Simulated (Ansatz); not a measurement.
Zinc-blende BP, treated with PBE in Ansatz (plane waves, PAW).

The same calculation (at the measured cell, 11.682 Å³/atom) with different numerical settings:

```json
[
 {"run": "1", "k mesh": "4×4×4", "high-frequency dielectric constant": "7.816", "static dielectric constant": "7.924", "zone-centre TO phonon frequency (cm⁻¹)": "820.6", "rough time": "under 3 core-s"},
 {"run": "2", "k mesh": "6×6×6", "high-frequency dielectric constant": "8.677", "static dielectric constant": "8.785", "zone-centre TO phonon frequency (cm⁻¹)": "807.3", "rough time": "5 core-s"},
 {"run": "3", "k mesh": "8×8×8", "high-frequency dielectric constant": "8.996", "static dielectric constant": "9.104", "zone-centre TO phonon frequency (cm⁻¹)": "805.5", "rough time": "10 core-s"},
 {"run": "4", "k mesh": "12×12×12", "high-frequency dielectric constant": "9.138", "static dielectric constant": "9.245", "zone-centre TO phonon frequency (cm⁻¹)": "805.2", "rough time": "30 core-s"},
 {"run": "5", "k mesh": "16×16×16", "high-frequency dielectric constant": "9.152", "static dielectric constant": "9.259", "zone-centre TO phonon frequency (cm⁻¹)": "805.2", "rough time": "40 core-s"},
 {"run": "6", "k mesh": "20×20×20", "high-frequency dielectric constant": "9.154", "static dielectric constant": "9.261", "zone-centre TO phonon frequency (cm⁻¹)": "805.2", "rough time": "100 core-s"}
]
```

In the column high-frequency dielectric constant the first row differs from the last by -1.338 and the next to last by -0.002.

The last row is no converged limit: other settings stay fixed.

Ansatz is a program for electronic structure.
